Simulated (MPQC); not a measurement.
# One shape, several levels: BH2SO (SMILES O[B]S)

Wanted: a comparison of 5 runs (UHF/STO-3G, UHF/3-21G, UHF/def2-SVP, UB3LYP/6-31G*, UPBE0/def2-SVP) of BH2SO. 

Program for the calculation: MPQC 2.3.1.

## Step 1: The molecule

The species is BH2SO (5 atoms), meant as a doublet with charge 0. As SMILES, `O[B]S`. Geometry: relaxed at PBE0-D4/def2-TZVP. This is a higher conformer, about 7 kJ/mol above the lowest found by a separate search.

Bond lengths: O1–B2 1.334 Å, B2–S3 1.785 Å, O1–H4 0.966 Å, S3–H5 1.356 Å. Angles: O1–B2–S3 132.0°, B2–O1–H4 116.7°, B2–S3–H5 99.8°.

## Step 2: Energy and gradient at UHF/STO-3G (run 1)

File job.in:

```
% BH2OS
molecule<Molecule>: (
   symmetry = c1
   unit = angstrom
   { atoms geometry } = {
      O  [ -1.294700    -0.054700    -0.435600 ]
      B  [ -0.454300     0.825600     0.109700 ]
      S  [ 1.253800     0.694200     0.611100 ]
      H  [ -0.947100    -0.940000    -0.604700 ]
      H  [ 1.492100    -0.598600     0.278200 ]
   }
)
basis<GaussianBasisSet>: (
   name = "STO-3G"
   molecule = $:molecule
   basisdir = "."
   puream = yes
)
mpqc: (
   checkpoint = no
   savestate = no
   restart = no
   do_energy = yes
   do_gradient = yes
   optimize = no
   mole<UHF>: (
      molecule = $:molecule
      basis = $:basis
      total_charge = 0
      multiplicity = 2
      memory = 1000000000
      print_evals = yes
      print_npa = yes
      maxiter = 120
      value_accuracy = 1e-08
      guess_wavefunction<UHF>: (
         molecule = $:molecule
         total_charge = 0
         multiplicity = 2
         memory = 1000000000
         value_accuracy = 1e-3
         basis<GaussianBasisSet>: (
            name = "STO-3G"
            molecule = $:molecule
         )
      )
   )
)
```

The basis set STO-3G is read from a file made from the Basis Set Exchange's data (not shown).

Started as:

```bash
mpqc -o job.out job.in
```

Log:

```text
MPQC: Massively Parallel Quantum Chemistry
[...]
  <S^2>      = 0.757245
  total scf energy = -492.5425139813
[...]
Value of the MolecularEnergy: -492.5425139813
  Gradient of the MolecularEnergy:
      1    0.0102331352
      2   -0.0201437157
      3   -0.0031135205
      4   -0.0066554020
      5   -0.0049866978
      6   -0.0036882599
      7    0.0034064685
      8    0.0153892863
      9    0.0059470341
     10   -0.0119825550
     11    0.0236116094
     12    0.0036520117
[...]
      symmetry = c1
[...]
      nbasis = 21
[...]
    nalpha = 16
    nbeta = 15
[...]
```

It took 0.36 s on 1 thread of Intel Xeon Platinum 8488C (Sapphire Rapids), shared host.

## Step 3: Energy and forces at UHF/3-21G (run 2)

File job.in:

```
molecule<Molecule>: (
  symmetry = c1
  unit = angstrom
  { atoms geometry } = {
    O  [ -1.294700    -0.054700    -0.435600 ]
    B  [ -0.454300     0.825600     0.109700 ]
    S  [ 1.253800     0.694200     0.611100 ]
    H  [ -0.947100    -0.940000    -0.604700 ]
    H  [ 1.492100    -0.598600     0.278200 ]
  }
)
basis<GaussianBasisSet>: (
  name = "3-21G"
  molecule = $:molecule
  basisdir = "."
  puream = yes
)
mpqc: (
  checkpoint = no
  savestate = no
  restart = no
  do_energy = yes
  do_gradient = yes
  optimize = no
  mole<UHF>: (
    molecule = $:molecule
    basis = $:basis
    total_charge = 0
    multiplicity = 2
    memory = 1000000000
    print_evals = yes
    print_npa = yes
    maxiter = 120
    value_accuracy = 1e-08
    guess_wavefunction<UHF>: (
      molecule = $:molecule
      total_charge = 0
      multiplicity = 2
      memory = 1000000000
      value_accuracy = 1e-3
      basis<GaussianBasisSet>: (
        name = "3-21G"
        molecule = $:molecule
      )
    )
  )
)
```

The basis set 3-21G is read from a file made from the Basis Set Exchange's data (not shown).

Started as:

```bash
mpqc job.in > job.out
```

Log:

```text
MPQC: Massively Parallel Quantum Chemistry
[...]
  <S^2>      = 0.755864
  total scf energy = -495.7151101891
[...]
Value of the MolecularEnergy: -495.7151101891
  Gradient of the MolecularEnergy:
      1    0.0041209315
      2    0.0187792953
      3    0.0072389157
      4    0.0116575341
      5   -0.0356970426
      6   -0.0075716440
      7   -0.0171714461
      8    0.0044256804
      9   -0.0040593497
     10    0.0078853701
     11    0.0090764191
     12    0.0053770009
[...]
      symmetry = c1
[...]
      nbasis = 35
[...]
    nalpha = 16
    nbeta = 15
[...]
```

Wall time 1.4 s (1 thread of Intel Xeon Platinum 8488C (Sapphire Rapids), shared host).

## Step 4: Energy and forces at UHF/def2-SVP (run 3)

File mol.in:

```
% emacs should use -*- KeyVal -*- mode
molecule<Molecule>: (
  symmetry = c1
  unit = angstrom
  { atoms geometry } = {
    O  [ -1.294700 -0.054700 -0.435600 ]
    B  [ -0.454300 0.825600 0.109700 ]
    S  [ 1.253800 0.694200 0.611100 ]
    H  [ -0.947100 -0.940000 -0.604700 ]
    H  [ 1.492100 -0.598600 0.278200 ]
  }
)
basis<GaussianBasisSet>: (
  name = "def2-SVP"
  molecule = $:molecule
  basisdir = "."
  puream = yes
)
mpqc: (
  checkpoint = no
  savestate = no
  restart = no
  do_energy = yes
  do_gradient = yes
  optimize = no
  mole<UHF>: (
    molecule = $:molecule
    basis = $:basis
    total_charge = 0
    multiplicity = 2
    memory = 1000000000
    print_evals = yes
    print_npa = yes
    maxiter = 120
    value_accuracy = 1e-08
    guess_wavefunction<UHF>: (
      molecule = $:molecule
      total_charge = 0
      multiplicity = 2
      memory = 1000000000
      value_accuracy = 1e-3
      basis<GaussianBasisSet>: (
        name = "3-21G"
        molecule = $:molecule
      )
    )
  )
)
```

The basis set def2-SVP is read from a file made from the Basis Set Exchange's data (not shown).

Started as:

```bash
mpqc -o mol.out mol.in
```

Log:

```text
MPQC: Massively Parallel Quantum Chemistry
[...]
  <S^2>      = 0.755248
  total scf energy = -498.0568484537
[...]
Value of the MolecularEnergy: -498.0568484537
  Gradient of the MolecularEnergy:
      1   -0.0125636771
      2    0.0182007530
      3    0.0017510590
      4    0.0144565779
      5   -0.0044597911
      6    0.0031874448
      7   -0.0094515313
      8    0.0103912571
      9    0.0002803634
     10    0.0076104267
     11   -0.0178157158
     12   -0.0032047656
[...]
      symmetry = c1
[...]
      nbasis = 56
[...]
    nalpha = 16
    nbeta = 15
[...]
```

Run time: 6 s. Hardware: 1 thread of Intel Xeon Platinum 8488C (Sapphire Rapids), shared host; peak memory 0.26 GiB.

Run 4 isn't shown in full; the table further down has it.

## Step 5: Energy and forces at UPBE0/def2-SVP (run 5)

File run.in:

```
% emacs should use -*- KeyVal -*- mode
molecule<Molecule>: (
  symmetry = c1
  unit = angstrom
  { atoms geometry } = {
    O  [ -1.294700    -0.054700    -0.435600 ]
    B  [ -0.454300     0.825600     0.109700 ]
    S  [ 1.253800     0.694200     0.611100 ]
    H  [ -0.947100    -0.940000    -0.604700 ]
    H  [ 1.492100    -0.598600     0.278200 ]
  }
)
basis<GaussianBasisSet>: (
  name = "def2-SVP"
  molecule = $:molecule
  basisdir = "."
  puream = yes
)
mpqc: (
  checkpoint = no
  savestate = no
  restart = no
  do_energy = yes
  do_gradient = yes
  optimize = no
  mole<UKS>: (
    molecule = $:molecule
    basis = $:basis
    total_charge = 0
    multiplicity = 2
    memory = 1000000000
    print_evals = yes
    print_npa = yes
    maxiter = 120
    value_accuracy = 1e-08
    functional<SumDenFunctional>: (
      a0 = 0.25
      coefs = [ 0.75 1 ]
      funcs: [ <PBEXFunctional>: () <PBECFunctional>: () ]
    )
    integrator<RadialAngularIntegrator>: ( grid = xfine )
    guess_wavefunction<UHF>: (
      molecule = $:molecule
      total_charge = 0
      multiplicity = 2
      memory = 1000000000
      value_accuracy = 1e-3
      basis<GaussianBasisSet>: (
        name = "STO-3G"
        molecule = $:molecule
      )
    )
  )
)
```

The basis set def2-SVP is read from a file made from the Basis Set Exchange's data (not shown).

Started as:

```bash
mpqc run.in > run.out
```

Log:

```text
MPQC: Massively Parallel Quantum Chemistry
[...]
  Integrated electron density error = 0.000323042637
  iter     1 energy = -498.6303797232 delta = 1.71510e-01
  Integrated electron density error = -0.000281574031
  iter     2 energy = -498.9761030685 delta = 3.19259e-02
[...]
  Integrated electron density error = -0.000000153685
  iter    21 energy = -499.0149275510 delta = 3.85204e-08
  Integrated electron density error = -0.000000153685
  iter    22 energy = -499.0149275509 delta = 1.94587e-08
  Integrated electron density error = -0.000000153685
  iter    23 energy = -499.0149275509 delta = 1.65299e-08
[...]
  <S^2>      = 0.753234
  total scf energy = -499.0149275509
[...]
  Integrated electron density error = -0.000000155453
  Total Gradient:
[...]
Value of the MolecularEnergy: -499.0149275509
  Gradient of the MolecularEnergy:
      1    0.0003854272
      2   -0.0024576568
      3   -0.0006588904
      4    0.0022187019
      5   -0.0001680898
      6    0.0006549734
      7   -0.0007329700
      8   -0.0033575581
      9   -0.0012935581
     10   -0.0010567688
     11    0.0021287766
     12    0.0003389065
[...]
        symmetry = c1
[...]
        nbasis = 56
[...]
      nalpha = 16
      nbeta = 15
[...]
```

It took 45 s on 1 thread of Intel Xeon Platinum 8488C (Sapphire Rapids), shared host; peak memory 0.24 GiB.

## Step 6: Overview of the runs

```
run                                level  starting guess  integration grid  energy (Eh)   ⟨S²⟩  largest force (eV/Å)  wall time
  1                           UHF/STO-3G          STO-3G                 –  -492.542514  0.757                 1.374     0.36 s
  2                            UHF/3-21G           3-21G                 –  -495.715110  0.756                 1.970      1.4 s
  3                         UHF/def2-SVP           3-21G                 –  -498.056848  0.755                 1.141        6 s
  4  UB3LYP/6-31G* (spherical functions)          STO-3G             xfine  -499.453345  0.752                 0.477       38 s
  5                       UPBE0/def2-SVP          STO-3G             xfine  -499.014928  0.753                 0.208       45 s
```

## Step 7: Summary of results

| quantity | value |
| --- | --- |
| run 5: total energy | -499.01493 Eh |
| run 5: ⟨S²⟩ | 0.753 |
| run 5: largest force on an atom | 0.208 eV/Å |

Totals of different functionals can't be ranked against each other. In run 1 the basis is minimal, so the values are rough. All runs together took 91 s, the longest 45 s.
